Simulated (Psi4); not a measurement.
# wB97X/cc-pVDZ run of C3H6F2 (1,3-difluoropropane)

What is the energy change on altering one bond length of C3H6F2 (1,3-difluoropropane) at wB97X/cc-pVDZ? 

The results are computed with Psi4 1.11.

3 further runs of the same task are left out: 2 that didn't finish, 1 set aside as unsound or not needed.

### Step 1. Starting point

The species is C3H6F2 (11 atoms), meant as a singlet with charge 0. As SMILES, `FCCCF`. The coordinates come from a PBE0-D4/def2-TZVP relaxation. This is one conformer, not always the lowest.

Bond lengths: F1–C2 1.383 Å, C2–C3 1.509 Å, C3–C4 1.507 Å, C4–F5 1.386 Å, C2–H6 1.096 Å, C2–H7 1.093 Å, C3–H8 1.093 Å, C3–H9 1.095 Å, C4–H10 1.095 Å, C4–H11 1.093 Å. Some angles: F1–C2–C3 109.8°, C2–C3–C4 112.4°, C3–C4–F5 110.3°, F1–C2–H6 107.7°, F1–C2–H7 107.9°, C3–C2–H6 111.1°, C3–C2–H7 111.3°, C2–C3–H8 109.6°, C2–C3–H9 109.3°, C4–C3–H8 109.6°.

### Step 2. A single-point energy at wB97X/cc-pVDZ

input.in

```
memory 1.6 GB

molecule geom {
  0 1
  F
  C 1 R2
  C 2 R3 1 A3
  C 3 R4 2 A4 1 D4
  F 4 R5 3 A5 2 D5
  H 2 R6 1 A6 3 D6
  H 2 R7 6 A7 1 D7
  H 3 R8 4 A8 5 D8
  H 3 R9 8 A9 4 D9
  H 4 R10 5 A10 3 D10
  H 4 R11 10 A11 5 D11

  R2 = 1.383146
  R3 = 1.509437
  A3 = 109.75872
  R4 = 1.507237
  A4 = 112.39969
  D4 = -178.91515
  R5 = 1.386267
  A5 = 110.30216
  D5 = -63.01854
  R6 = 1.095592
  A6 = 107.72206
  D6 = -121.11684
  R7 = 1.092722
  A7 = 108.87347
  D7 = 116.80696
  R8 = 1.09347
  A8 = 109.62604
  D8 = 59.14143
  R9 = 1.094927
  A9 = 107.43834
  D9 = -117.54186
  R10 = 1.095414
  A10 = 107.32996
  D10 = -121.77506
  R11 = 1.092972
  A11 = 108.76868
  D11 = 116.21199
  units angstrom
  symmetry c1
  no_reorient
  no_com
}

set basis cc-pVDZ
set reference rks
set puream true
set e_convergence 1e-09
set d_convergence 1e-08
set scf_type pk
set dft_radial_points 99
set dft_spherical_points 590

e, wfn = energy('wb97x', return_wfn=True)
oeprop(wfn, 'QUADRUPOLE', 'WIBERG_LOWDIN_INDICES', 'LOWDIN_CHARGES', title='WB97X')
```

The run is started by

```console
$ psi4 -i input.in -o input.out -n 1
```

input.out, cut to the lines that bear on the results:

```text
[...]
  Running in c1 symmetry.
[...]
  Nuclear repulsion =  184.503536013995955
[...]
  Multiplicity = 1
[...]
  Nalpha       = 21
  Nbeta        = 21
[...]
    Number of basis functions: 100
[...]
   @RKS iter   1:  -317.44268585562827   -5.32590e-01   4.47209e-03 DIIS/ADIIS
[...]
   @RKS iter  11:  -317.54171005745377   -1.27329e-11   7.35242e-09 DIIS
[...]
    Orbital Energies [Eh]
    ---------------------
    Doubly Occupied:
       1A    -24.735816     2A    -24.728942     3A    -10.350276
       4A    -10.341941     5A    -10.280778     6A     -1.314761
       7A     -1.308202     8A     -0.934162     9A     -0.816217
      10A     -0.734596    11A     -0.630724    12A     -0.622313
      13A     -0.600761    14A     -0.589524    15A     -0.559191
      16A     -0.535960    17A     -0.499967    18A     -0.463756
      19A     -0.443074    20A     -0.433329    21A     -0.424028
[...]
  @RKS Final Energy:  -317.54171005745377
   => Energetics <=
    Nuclear Repulsion Energy =            184.5035360139959550
    One-Electron Energy =                -802.8330022894569993
    Two-Electron Energy =                 328.6482780032049504
    DFT Exchange-Correlation Energy =     -27.8605217851976477
    Empirical Dispersion Energy =           0.0000000000000000
    VV10 Nonlocal Energy =                  0.0000000000000000
    Total Energy =                       -317.5417100574537699
[...]
 Multipole Moments:
 ------------------------------------------------------------------------------------
     Multipole            Electronic (a.u.)      Nuclear  (a.u.)        Total (a.u.)
 ------------------------------------------------------------------------------------
 L = 1.  Multiply by 2.5417464519 to convert [e a0] to [Debye]
 Dipole X            :          2.3610679           -2.8861499           -0.5250821
 Dipole Y            :          1.9393960           -2.2857174           -0.3463214
 Dipole Z            :         -1.1737562            1.5513773            0.3776212
 Magnitude           :                                                    0.7336535
 L = 2.  Multiply by 1.3450342976 to convert [e a0^2] to [Debye ang]
 Quadrupole XX       :        -69.1893448           47.6776746          -21.5116702
 Quadrupole XY       :          4.3021064           -3.9959781            0.3061283
[...]
```

Wall time 60 s (1 thread of Intel Xeon Platinum 8259CL at 2.50GHz (Skylake/Cascade Lake), shared host); peak memory 0.95 GiB.

### Step 3. The distorted shape

c3h6f2.in

```
memory 1600 MB

molecule {
  F     -2.015456     1.627666    -0.003818
  C     -0.766356     1.195666     0.403882
  C     -0.375000    -0.298800    -0.387800
  C      0.967500    -0.838200     0.034700
  F      1.975600     0.040200    -0.331200
  H     -0.795556     1.070266     1.491882
  H     -0.043056     1.976766     0.157382
  H     -0.388200    -0.154300    -1.471600
  H     -1.138100    -1.046200    -0.147100
  H      1.026200    -0.968100     1.120800
  H      1.173400    -1.798000    -0.445900
  units angstrom
  symmetry c1
}

set {
  basis                cc-pVDZ
  puream               true
  e_convergence        1e-09
  d_convergence        1e-08
  scf_type             pk
  dft_radial_points    99
  dft_spherical_points 590
}

e_tot, wfn = energy('wb97x', return_wfn=True)
oeprop(wfn, 'WIBERG_LOWDIN_INDICES', 'DIPOLE', 'LOWDIN_CHARGES', title='WB97X')
```

The run is started by

```console
$ psi4 -n 1 c3h6f2.in c3h6f2.out
```

c3h6f2.out, cut to the lines that bear on the results:

```text
[...]
  Running in c1 symmetry.
[...]
  Nuclear repulsion =  178.981983696143857
[...]
  Multiplicity = 1
[...]
  Nalpha       = 21
  Nbeta        = 21
[...]
    Number of basis functions: 100
[...]
   @RKS iter   1:  -317.43372074045806   -8.14399e-01   4.26860e-03 DIIS/ADIIS
[...]
   @RKS iter  11:  -317.52264164037183   -1.80762e-11   8.14196e-09 DIIS
[...]
    Orbital Energies [Eh]
    ---------------------
    Doubly Occupied:
       1A    -24.733129     2A    -24.732578     3A    -10.357496
       4A    -10.348709     5A    -10.293513     6A     -1.311497
       7A     -1.309654     8A     -0.909574     9A     -0.808201
      10A     -0.737262    11A     -0.618834    12A     -0.613723
      13A     -0.593351    14A     -0.588991    15A     -0.559603
      16A     -0.536608    17A     -0.501470    18A     -0.458297
      19A     -0.441473    20A     -0.439175    21A     -0.406713
[...]
  @RKS Final Energy:  -317.52264164037183
   => Energetics <=
    Nuclear Repulsion Energy =            178.9819836961438568
    One-Electron Energy =                -791.8899803982196772
    Two-Electron Energy =                 323.1797603217033270
    DFT Exchange-Correlation Energy =     -27.7944052599993086
    Empirical Dispersion Energy =           0.0000000000000000
    VV10 Nonlocal Energy =                  0.0000000000000000
    Total Energy =                       -317.5226416403718304
[...]
 Multipole Moments:
 ------------------------------------------------------------------------------------
     Multipole            Electronic (a.u.)      Nuclear  (a.u.)        Total (a.u.)
 ------------------------------------------------------------------------------------
 L = 1.  Multiply by 2.5417464519 to convert [e a0] to [Debye]
 Dipole X            :          0.0471361            0.0231965            0.0703325
 Dipole Y            :          3.2745763           -3.9048506           -0.6302744
 Dipole Z            :         -0.8946227            1.2129710            0.3183483
 Magnitude           :                                                    0.7096042
[...]
```

Wall time 52 s (1 thread of Intel Xeon Platinum 8259CL at 2.50GHz (Skylake/Cascade Lake), shared host); peak memory 0.94 GiB.

### Step 4. Outcome

At wB97X/cc-pVDZ:

| quantity | value |
| --- | --- |
| first shape: total energy | -317.54171 Eh |
| first shape: dipole moment | 1.86 D |
| first shape: HOMO energy | -11.54 eV |
| first shape: LUMO energy | 3.99 eV |
| first shape: HOMO–LUMO gap | 15.53 eV |
| distorted shape: total energy | -317.52264 Eh |
| distorted shape: dipole moment | 1.80 D |
| distorted shape: HOMO energy | -11.07 eV |
| distorted shape: LUMO energy | 4.01 eV |
| distorted shape: HOMO–LUMO gap | 15.08 eV |
| energy change with the C2–C3 bond stretched from 1.509 to 1.736 Å | 0.519 eV |

With the C2–C3 bond stretched from 1.509 to 1.736 Å the energy rises by 0.52 eV (12.0 kcal/mol). The first shape isn't relaxed at this level, so the change isn't measured from a minimum.
